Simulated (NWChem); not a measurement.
# doublet [MgF2]+ at 6 levels

Aim: a comparison of 6 runs (U-wB97X/cc-pVTZ, UB2PLYP/cc-pVTZ, UB3LYP/cc-pVTZ, UBHLYP/cc-pVTZ, UCAM-B3LYP/cc-pVTZ, UM06-2X/cc-pVTZ) of doublet [MgF2]+. 

Program for the calculation: NWChem 7.3.0.

## 1. The molecule

[MgF2]+ has 3 atoms, charge +1, and is taken as a doublet. As SMILES of the parent species, `[F][Mg][F]`. The shape is that of a PBE0-D4/def2-TZVP optimisation. That shape belongs to the parent species and isn't relaxed for this state.

Bond lengths: F1–Mg2 1.746 Å, Mg2–F3 1.746 Å. Angles: F1–Mg2–F3 180.0°.

## 2. A single-point energy at U-wB97X/cc-pVTZ (run 1)

Input file run.py:

```python
from ase import Atoms
from ase.calculators.nwchem import NWChem

molecule = Atoms('FMgF', positions=[
    [-1.414800, 0.734800, -0.700800],
    [-0.003600, -0.021600, -0.004400],
    [1.407500, -0.778000, 0.691900],
])

calc = NWChem(
    label='f2mg',
    theory='dft',
    memory='2200 mb',
    basis='cc-pVTZ',
    basispar='spherical bse',
    charge=1,
    dft={'xc': 'wb97x', 'mult': '2', 'grid': 'fine', 'convergence': 'energy 1e-08', 'iterations': '100', 'mulliken': None},
    task='energy',
)
molecule.calc = calc

print(f"energy = {molecule.get_potential_energy():.6f} eV")
```

The run is started by

```console
$ export ASE_NWCHEM_COMMAND="nwchem PREFIX.nwi > PREFIX.nwo"
$ python run.py
```

The log of the run:

```text
energy = -10869.386648 eV
```

The calculator wrote f2mg.nwi:

```
title "f2mg"

permanent_dir f2mg

scratch_dir f2mg

start f2mg

geometry units angstrom nocenter noautosym noautoz
  F  -1.4148000000000001e+00 7.3480000000000001e-01 -7.0079999999999998e-01
  Mg -3.5999999999999999e-03 -2.1600000000000001e-02 -4.4000000000000003e-03
  F  1.4075000000000000e+00 -7.7800000000000002e-01 6.9189999999999996e-01
end

charge 1

memory 2200 mb

basis spherical bse noprint
   * library cc-pVTZ
end

dft
  xc wb97x
  mult 2
  grid fine
  convergence energy 1e-08
  iterations 100
  mulliken
end

task dft energy
```

f2mg.nwo:

```text
Northwest Computational Chemistry Package (NWChem) 7.3.0
             --------------------------------------------------------

           Job information
           ---------------

    nwchem branch   = 7.3.0
    use scalapack   = T
    input           = f2mg.nwi
    prefix          = f2mg.
    data base       = f2mg/f2mg.db
    status          = startup
    nproc           =        1

           Memory information
           ------------------

[... 5 lines left out ...]
    hardfail = no
[... 35 lines left out ...]
            Nuclear Dipole moment (a.u.)
[... 69 lines left out ...]
          Convergence on density requested:  1.00D-05
[... 31 lines left out ...]
          Convergence aids based upon iterative change in
[... 31 lines left out ...]
 2-e energy   =     220.901759
[... 50 lines left out ...]
           Coulomb energy =      265.430706596050
[... 676 lines left out ...]
                     DFT Final Beta Molecular Orbital Analysis
[... 768 lines left out ...]
     Multipole analysis of the density
     ---------------------------------

     L   x y z        total         alpha         beta         nuclear
     -   - - -        -----         -----         ----         -------
     0   0 0 0      1.000000    -15.000000    -14.000000     30.000000

     1   1 0 0     -0.007396      0.103039      0.095356     -0.205791
[... 8 lines of this table left out ...]
     2   0 0 2    -10.721471    -21.890355    -20.002395     31.171280

 Task  times  cpu:       55.8s     wall:       55.8s
 Total times  cpu:       55.8s     wall:       55.8s
```

Run time: 57 s. Hardware: 1 thread of AMD EPYC 9R14 (Zen 4), shared host; peak memory 0.11 GiB.

## 3. The energy at UB2PLYP/cc-pVTZ (run 2)

Input file run.nw:

```
start run
memory total 2200 mb
charge 1
geometry units au noautosym nocenter noautoz
  F   -2.67358452   1.38857076  -1.32432007
  Mg  -0.00680301  -0.04081808  -0.00831479
  F    2.65978952  -1.47020692   1.30750151
end
basis spherical bse
  F library cc-pVTZ
  Mg library cc-pVTZ
end
dft
  xc hfexch 0.53 becke88 0.47 lyp 0.73 mp2 0.27
  dftmp2 semidirect
  mult 2
  grid fine
  convergence energy 1e-08
  maxiter 100
  mulliken
end
mp2
  freeze core 3
end
task dft energy
```

The run is started by

```console
$ nwchem run.nw > run.out
```

The log of the run:

```text
[...]
          Wavefunction type:  spin polarized.
          No. of atoms     :     3
          No. of electrons :    29
[...]
          Charge           :     1
          Spin multiplicity:     2
[...]
          AO basis - number of functions:    94
[...]
              XC Information
              --------------
                     Hartree-Fock (Exact) Exchange  0.530
                    Becke 1988 Exchange Functional  0.470
              Lee-Yang-Parr Correlation Functional  0.730
[...]
 d= 0,ls=0.0,diis     1   -398.9726423964 -4.77D+02  4.76D-03  4.53D-01     2.7
[...]
 d= 0,ls=0.0,diis    15   -399.1113819792 -8.81D-12  4.01D-08  2.88D-12    28.2
[...]
         Total DFT energy =     -399.111381979213
      One electron energy =     -705.523759979634
           Coulomb energy =      265.495568782791
    Exchange-Corr. energy =      -36.824766319911
 Nuclear repulsion energy =       77.741575537541
[...]
      Total Density - Mulliken Population Analysis
     ---------------------------------------------
    Atom       Charge   Shell Charges
 -----------   ------   -------------------------------------------------------
    1 F    9     9.12   1.94  0.28  1.08  0.65  1.54  2.34  1.29  0.00  0.00  0.00
    2 Mg  12    10.76   2.00  1.95  0.17  0.04 -0.01  6.01  0.21  0.11  0.01  0.13  0.03  0.09
    3 F    9     9.12   1.94  0.28  1.08  0.65  1.54  2.34  1.29  0.00  0.00  0.00
[...]
      <S2> =      0.7740 (Exact =     0.7500)
[...]
  Basis functions       =     94
[...]
```

Run time: 37 s. Hardware: 1 thread of AMD EPYC 9R14 (Zen 4), shared host; peak memory 0.26 GiB.

Run 3 isn't shown in full; the table further down has it.

## 4. A single-point energy at UBHLYP/cc-pVTZ (run 4)

Input file f2mg.xyz:

```xyz
3

F     -1.414800     0.734800    -0.700800
Mg    -0.003600    -0.021600    -0.004400
F      1.407500    -0.778000     0.691900
```

Input file run.py:

```python
from ase.io import read
from ase.calculators.nwchem import NWChem

molecule = read('f2mg.xyz')

calc = NWChem(
    label='f2mg',
    theory='dft',
    memory='2200 mb',
    basis='cc-pVTZ',
    basispar='spherical bse',
    charge=1,
    dft={'xc': 'bhlyp', 'mult': '2', 'grid': 'fine', 'convergence': 'energy 1e-08', 'iterations': '100', 'mulliken': None},
    task='energy',
)
molecule.calc = calc

print(f"energy = {molecule.get_potential_energy():.6f} eV")
```

The run is started by

```console
$ export ASE_NWCHEM_COMMAND="nwchem PREFIX.nwi > PREFIX.nwo"
$ python run.py
```

The log of the run:

```text
energy = -10868.767284 eV
```

The calculator wrote f2mg.nwi:

```
title "f2mg"

permanent_dir f2mg

scratch_dir f2mg

start f2mg

geometry units angstrom nocenter noautosym noautoz
  F  -1.4148000000000001e+00 7.3480000000000001e-01 -7.0079999999999998e-01
  Mg -3.5999999999999999e-03 -2.1600000000000001e-02 -4.4000000000000003e-03
  F  1.4075000000000000e+00 -7.7800000000000002e-01 6.9189999999999996e-01
end

charge 1

memory 2200 mb

basis spherical bse noprint
   * library cc-pVTZ
end

dft
  xc bhlyp
  mult 2
  grid fine
  convergence energy 1e-08
  iterations 100
  mulliken
end

task dft energy
```

f2mg.nwo:

```text
Northwest Computational Chemistry Package (NWChem) 7.3.0
             --------------------------------------------------------

           Job information
           ---------------

    nwchem branch   = 7.3.0
    use scalapack   = T
    input           = f2mg.nwi
    prefix          = f2mg.
    data base       = f2mg/f2mg.db
    status          = startup
    nproc           =        1

           Memory information
           ------------------

[... 5 lines left out ...]
    hardfail = no
[... 35 lines left out ...]
            Nuclear Dipole moment (a.u.)
[... 67 lines left out ...]
          Convergence on density requested:  1.00D-05
[... 25 lines left out ...]
          Convergence aids based upon iterative change in
[... 31 lines left out ...]
 2-e energy   =     220.901759
[... 50 lines left out ...]
           Coulomb energy =      265.540035711978
[... 673 lines left out ...]
                     DFT Final Beta Molecular Orbital Analysis
[... 765 lines left out ...]
     Multipole analysis of the density
     ---------------------------------

     L   x y z        total         alpha         beta         nuclear
     -   - - -        -----         -----         ----         -------
     0   0 0 0      1.000000    -15.000000    -14.000000     30.000000

     1   1 0 0     -0.008409      0.103121      0.094261     -0.205791
[... 8 lines of this table left out ...]
     2   0 0 2    -10.664857    -21.847812    -19.988324     31.171280

 Task  times  cpu:       26.3s     wall:       26.3s
 Total times  cpu:       26.4s     wall:       26.4s
```

Run time: 28 s. Hardware: 1 thread of AMD EPYC 9R14 (Zen 4), shared host; peak memory 0.12 GiB.

Run 5 isn't shown in full; the table further down has it.

## 5. A single-point energy at UM06-2X/cc-pVTZ (run 6)

Input file mymol.xyz:

```xyz
3
F2Mg energy
F     -1.414800     0.734800    -0.700800
Mg    -0.003600    -0.021600    -0.004400
F      1.407500    -0.778000     0.691900
```

Input file run.py:

```python
from ase.io import read
from ase.calculators.nwchem import NWChem

atoms = read('mymol.xyz')

calc = NWChem(
    label='mymol',
    theory='dft',
    memory='2200 mb',
    basis='cc-pVTZ',
    basispar='spherical bse',
    charge=1,
    dft={'xc': 'm06-2x', 'mult': '2', 'grid': 'fine', 'convergence': 'energy 1e-08', 'iterations': '100', 'mulliken': None},
    task='energy',
)
atoms.calc = calc

print("Total energy (eV):", round(atoms.get_potential_energy(), 6))
```

The run is started by

```console
$ export ASE_NWCHEM_COMMAND="nwchem PREFIX.nwi > PREFIX.nwo"
$ python run.py
```

The log of the run:

```text
Total energy (eV): -10868.194271
```

The calculator wrote mymol.nwi:

```
title "mymol"

permanent_dir mymol

scratch_dir mymol

start mymol

geometry units angstrom nocenter noautosym noautoz
  F  -1.4148000000000001e+00 7.3480000000000001e-01 -7.0079999999999998e-01
  Mg -3.5999999999999999e-03 -2.1600000000000001e-02 -4.4000000000000003e-03
  F  1.4075000000000000e+00 -7.7800000000000002e-01 6.9189999999999996e-01
end

charge 1

memory 2200 mb

basis spherical bse noprint
   * library cc-pVTZ
end

dft
  xc m06-2x
  mult 2
  grid fine
  convergence energy 1e-08
  iterations 100
  mulliken
end

task dft energy
```

mymol.nwo:

```text
Northwest Computational Chemistry Package (NWChem) 7.3.0
             --------------------------------------------------------

           Job information
           ---------------

    nwchem branch   = 7.3.0
    use scalapack   = T
    input           = mymol.nwi
    prefix          = mymol.
    data base       = mymol/mymol.db
    status          = startup
    nproc           =        1

           Memory information
           ------------------

[... 5 lines left out ...]
    hardfail = no
[... 35 lines left out ...]
            Nuclear Dipole moment (a.u.)
[... 67 lines left out ...]
          Convergence on density requested:  1.00D-05
[... 24 lines left out ...]
          Convergence aids based upon iterative change in
[... 31 lines left out ...]
 2-e energy   =     220.901759
[... 50 lines left out ...]
           Coulomb energy =      265.300724779903
[... 677 lines left out ...]
                     DFT Final Beta Molecular Orbital Analysis
[... 767 lines left out ...]
     Multipole analysis of the density
     ---------------------------------

     L   x y z        total         alpha         beta         nuclear
     -   - - -        -----         -----         ----         -------
     0   0 0 0      1.000000    -15.000000    -14.000000     30.000000

     1   1 0 0     -0.007433      0.103041      0.095317     -0.205791
[... 8 lines of this table left out ...]
     2   0 0 2    -10.713062    -21.883300    -20.001042     31.171280

 Task  times  cpu:       26.8s     wall:       26.8s
 Total times  cpu:       26.8s     wall:       26.8s
```

Wall time 28 s (1 thread of AMD EPYC 9R14 (Zen 4), shared host); peak memory 0.11 GiB.

## 6. All runs side by side

```csv
run,level,frozen core orbitals,energy (Eh),HOMO energy (eV),LUMO energy (eV),⟨S²⟩,wall time
1,U-wB97X/cc-pVTZ,–,-399.442595,-18.31,-14.10,0.759,57 s
2,UB2PLYP/cc-pVTZ,3,-399.291456,-16.59,-14.26,0.774,37 s
3,UB3LYP/cc-pVTZ,–,-399.531807,-16.79,-15.89,0.757,26 s
4,UBHLYP/cc-pVTZ,–,-399.419834,-16.88,-14.67,0.771,28 s
5,UCAM-B3LYP/cc-pVTZ,–,-399.451636,-17.75,-14.96,0.760,50 s
6,UM06-2X/cc-pVTZ,–,-399.398776,-17.50,-15.17,0.762,28 s
```

## 7. Outcome

| quantity | value |
| --- | --- |
| run 6: total energy | -399.39878 Eh |
| run 6: HOMO energy (highest over α and β) | -17.50 eV |
| run 6: LUMO energy (lowest over α and β) | -15.17 eV |
| run 6: ⟨S²⟩ | 0.762 |

What this shows: Totals of different functionals can't be ranked against each other. All runs together took 3.8 min, the longest 57 s.
